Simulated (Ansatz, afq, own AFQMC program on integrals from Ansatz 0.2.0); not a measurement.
Two steps: Ansatz 0.2.0 writes the Fock matrix and Cholesky factors of the valence space, and afq projects on them the lowest state that overlaps trial and start.

```yaml
crystal:
  periodic: [false, false, false]
  atoms:
    - {symbol: Al, position_ang: [0.000000, 0.326130, 2.618171]}
    - {symbol: Ga, position_ang: [0.000000, -0.327997, 0.017077]}
    - {symbol: Cl, position_ang: [0.000000, 0.357921, -2.059892]}
    - {symbol: H, position_ang: [0.000000, 1.369208, 1.186968]}
basis:
  gaussian: {orbitals: cc-pVDZ}
magnetization: {spin_polarized: true, initial_magnetization: 0}
correlation: {method: ccsd_t, electrons: outside_noble_gas, hamiltonian_folder: ham}
```

```sh
$ ansatz run in.yaml --threads 1 --pin off --events-out ev --progress --plain --max-ram 1843MiB
```

afq runs on the folder ham with

```
--method phaseless --trial hf --walkers 120 --populations 1 --least-time 40 --time-step 0.005 --steps-per-block 20 --equilibration-blocks 112 --max-blocks 600 --target-error 0.00135 --factor-cut 1e-05 --start spin_pure --seed 787 --taylor-order 6
```

Times are imaginary, in 1/Eh. The walk had a cap of 997 s. Filled inner d shells are frozen with the cores.

afq prints:

```
orbitals 44  electrons 7 7  factors 346 of 742
reference energy -2625.24222221 Eh
CCSD correlation -0.28138011 Eh in 12 cycles, weight of the determinant in the CISD state 0.8258
energy of the start -2625.242222 Eh
 block  time / (1/Eh)  mean weight  energy / Eh
     1     0.100  1.0015  -2625.292546
     2     0.200  1.0014  -2625.323991
     3     0.300  1.0001  -2625.351638
     4     0.400  1.0018  -2625.370779
     5     0.500  0.9995  -2625.393164
     8     0.800  0.9998  -2625.451009
    18     1.800  0.9998  -2625.500438
    69     6.900  1.0010  -2625.552615
   120    12.000  1.0011  -2625.533973
   171    17.100  1.0010  -2625.544215
   188    18.800  1.0006  -2625.489185
   222    22.200  0.9993  -2625.535073
   256    25.600  1.0000  -2625.579490
   273    27.300  1.0008  -2625.529126
   324    32.400  1.0006  -2625.573923
   375    37.500  0.9998  -2625.568216
   426    42.600  1.0005  -2625.539470
   477    47.700  1.0003  -2625.562854
   528    52.800  1.0012  -2625.557631
   579    57.900  1.0007  -2625.541482
   630    63.000  0.9998  -2625.542657
   681    68.100  1.0006  -2625.530335
   698    69.800  0.9994  -2625.519639
blocks merged  error / Eh  count
     1  0.000705  600
     2  0.000935  300
     4  0.001216  150
     8  0.001506  75
    16  0.001643  37
    32  0.002032  18
    64  0.001414  9
energy -2625.537953 +/- 0.002032 Eh
(rows thinned)
```

The run passed its tests (sampling time, drift between the halves within three errors, error under three times the target), which doesn't prove that it has relaxed.

Against this walk (error 55.3 meV) on the same determinant: CCSD(T) 173.1 meV higher, a separate phaseless walk with a CISD trial and standard settings 161.9 ± 56.4 meV higher. The error is statistical and leaves out the bias of the constraint. None of these is a sure reference here.

Cautions: constraint bias not in the error; error above the target (55.3 against 36.7 meV); no relativity below Rb; no spin-orbit coupling; inner d shell frozen; an unrestricted solution with more broken spin lies lower (7 meV, ⟨S²⟩ 0.12), while this determinant keeps restricted orbitals.

The walk took 8.2 min on 1 thread of Arm Neoverse V1 (shared host). The log's last line is the phaseless energy.

A walk keeps the symmetry of its determinant, which the program's search chose and which needn't be the lowest solution, so a lower state of the same spin and another symmetry isn't excluded.
